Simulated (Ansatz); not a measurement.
# BHCl2 (quintet): the correlation ladder, cc-pVDZ

The task here is to estimate one member of a computed series from the others.

Method: cc-pVDZ, core rule «outside noble gas», up to 11 orbitals frozen; program: Ansatz 0.2.0, Gaussian basis.

Plan: UHF; CCSD(T) on ROHF; CCSD(T) on UHF; BCCD(T) on ROHF; CISD; CCSDT(Q) on ROHF; CCSDT(Q) on UHF; CASSCF and MRCISD+Q, 14 electrons in 11 orbitals; CASSCF and NEVPT2, 14 electrons in 11 orbitals.

22 further runs of the same task are left out: 11 that didn't finish, 11 set aside as unsound or not needed.

### What is computed

The geometry is a PBE0/def2-TZVP stationary point (not a proven minimum) of the parent state, kept for this charge and spin.

4 atoms, charge 0, spin multiplicity 5.

Atoms are counted from 1 here; the program's logs count them from 0.

Bond lengths: Cl1–B2 1.737 Å, B2–Cl3 1.737 Å, B2–H4 1.274 Å. Angles: Cl1–B2–Cl3 145.6°, Cl1–B2–H4 107.2°, Cl3–B2–H4 107.2°.

Set-up of the first run:

in.yaml reads:

```yaml
crystal:
  periodic: [false, false, false]
  atoms:
    - {symbol: Cl, position_ang: [0.000000, -0.088841, 1.659008]}
    - {symbol: B, position_ang: [0.000000, 0.424315, 0.000000]}
    - {symbol: Cl, position_ang: [0.000000, -0.088841, -1.659008]}
    - {symbol: H, position_ang: [0.000000, 1.698628, 0.000000]}
basis:
  gaussian: {orbitals: cc-pVDZ}
magnetization: {spin_polarized: true, initial_magnetization: 4}
hamiltonian: {xc: hf}
output: {orbitals: {seedname: orbitals}}
```

On the command line:

```
$ ansatz run in.yaml --threads 1 --pin off --events-out ev --progress --plain --max-ram 2393MiB
```

Among the steps run: UHF; CCSD(T) on ROHF; CCSD(T) on UHF; BCCD(T) on ROHF; CISD; CCSDT(Q) on ROHF; CCSDT(Q) on UHF; CASSCF and MRCISD+Q, 14 electrons in 11 orbitals; CASSCF and NEVPT2, 14 electrons in 11 orbitals.

One of the session's tables, all rows but one given; the rest of the session is left out.

| method | from UCCSDT(Q) (meV) |
| --- | --- |
| ROHF | +10630.6 |
| UHF | +10336.9 |
| RMP2 | +1536.6 |
| UMP2 | +1602.4 |
| CISD | ? |
| RCCSD | +372.0 |
| UCCSD | +364.2 |
| RCCSD(T) | +83.9 |
| UCCSD(T) | +84.2 |
| BCCD(T) | +71.4 |
| RCCSDT | +28.9 |
| UCCSDT | +27.8 |
| RCCSDT(Q) | +1.6 |
| UCCSDT(Q) | 0 |
| CASSCF valence | +9561.3 |
| NEVPT2 valence | +1731.3 |
| MRCISD valence | +1178.1 |
| MRCISD+Q valence | +164.3 |

Q: Estimate the row for CISD from the others.

The run gave: from UCCSDT(Q) (meV): +1504.5. In the column «from UCCSDT(Q) (meV)» it lies between MRCISD valence (+1178.1) and RMP2 (+1536.6).

To keep in mind: Restricted and unrestricted rows rest on different reference determinants; where their highest levels disagree by more than a few hundredths of an eV, they describe different states and don't form one ladder.
